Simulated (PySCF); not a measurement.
# Electronic absorption of tetrafluoromethane

Compound: tetrafluoromethane, CF4.
InChI=1S/CF4/c2-1(3,4)5

The calculation used PySCF, TDDFT CAM-B3LYP/def2-SVPD, vertical, gas phase, core orbitals frozen in the response. Geometry: GFN2-xTB; no solvent, vibrations or thermal averaging.

Task: Predict the UV-vis stick spectrum at this level.

Result: 

| state | E (eV) | λ (nm) | ν̃ (cm⁻¹) | f | symmetry | main configurations (H = HOMO, L = LUMO) |
| --- | --- | --- | --- | --- | --- | --- |
| S1 | 12.23 | 101.4 | 98610 | 0.0000 | – | H-2/H-1/H→L (≥94%) |
| S2 | 12.23 | 101.4 | 98610 | 0.0000 | – | H-2/H-1/H→L (≥94%) |
| S3 | 12.23 | 101.4 | 98610 | 0.0000 | – | H-2/H-1/H→L (≥94%) |
| S4 | 13.45 | 92.2 | 108450 | 0.138 | T2 | H-3→L (72%), H-2/H-1/H→L+1/L+2 (≥10%) |
| S5 | 13.45 | 92.2 | 108450 | 0.138 | T2 | H-4→L (73%), H-2/H-1/H→L+1/L+2 (≥10%) |
| S6 | 13.45 | 92.2 | 108450 | 0.138 | T2 | H-5→L (73%), H-2/H-1/H→L+1/L+2 (≥8%) |

Triplets, Tamm–Dancoff:

```json
{"state": "T1", "E (eV)": "12.03", "λ (nm)": "103.0", "main configurations (H = HOMO, L = LUMO)": "H-2/H-1/H→L (≥89%)"}
{"state": "T2", "E (eV)": "12.03", "λ (nm)": "103.0", "main configurations (H = HOMO, L = LUMO)": "H-2/H-1/H→L (≥89%)"}
{"state": "T3", "E (eV)": "12.03", "λ (nm)": "103.0", "main configurations (H = HOMO, L = LUMO)": "H-2/H-1/H→L (≥89%)"}
```

The lowest singlet level (S1/S2/S3) comes at 101 nm (1180 kJ/mol) in the vacuum ultraviolet; it is dark (f under 0.0005). The most intense listed level is S4/S5/S6 at 13.45 eV (92 nm, f = 0.415 summed), 1.22 eV above S1. It is the last of those listed, so stronger ones may follow. S1/S2/S3 and S4/S5/S6 lie within about 0.01 eV of each other in each set; the point group Td has degenerate representations, and within a degenerate level the listed configurations can mix freely. Löwdin shares by element: HOMO (one of a set within 0.03 eV) fluorine 100%; LUMO carbon 51%, fluorine 37% or more. Orbital energies (eV): HOMO-3 -15.65, HOMO-2 -14.40, HOMO-1 -14.40, HOMO -14.40, LUMO 1.24, LUMO+1 2.82, LUMO+2 2.82. Of the 6 states listed, 3 reach f = 0.01 and 3 stay under 0.0005. The listed states span 1.22 eV, and the widest gap between neighbours is 1.22 eV (S3 to S4). Symmetry labels in Td follow from the direction of the transition dipole and are given only for states with f of 0.002 or more. Orbitals of the list HOMO-3 to LUMO+2 that lie within 0.01 eV of each other are written together with a slash and their weights summed (≥ marks a lower bound); for degenerate orbitals outside that list single weights are arbitrary. Only the lowest 8 singlets were computed, as vertical energies without vibronic structure. The highest level found (13.62 eV, f 0.0000 so far) is left out, since the window may have cut off a degenerate partner.
